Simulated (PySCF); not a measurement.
**Silicon: a sound run and one with changed settings**

Sound run: Si [Ne] 3s2 3p2, Si+ [Ne] 3s2 3p1. All numbers are calculated (PySCF 2.14, scalar relativity by spin-free X2C-1e, in cc-pVDZ-DK). The sound run starts from symmetry-adapted Hartree-Fock orbitals and uses a fine grid where one is needed.

Changed run: 26 angular points. This setting is unsound on purpose.

```tsv
species	method	sound run (hartree)	changed run (hartree)	converged
Si	UHF	-289.45207	-289.45207	yes
Si	M06-L	-289.95596	-289.95538	yes
Si	PBE0	-289.85486	-289.85485	yes
Si+	UHF	-289.17161	-289.17161	yes
Si+	M06-L	-289.65729	-289.65812	yes
Si+	PBE0	-289.55318	-289.55315	yes
```

Ionisation energy of Si:

```
method  sound run (eV)  changed run (eV)
   UHF           7.632             7.632
 M06-L           8.127             8.089
  PBE0           8.209             8.210
```

A coarse angular grid integrates products of high-l functions wrongly, so density functionals can shift, and the SCF can exploit the error; Hartree-Fock and MP2 need no grid.

For comparison, NIST gives 8.152 eV between the lowest levels.
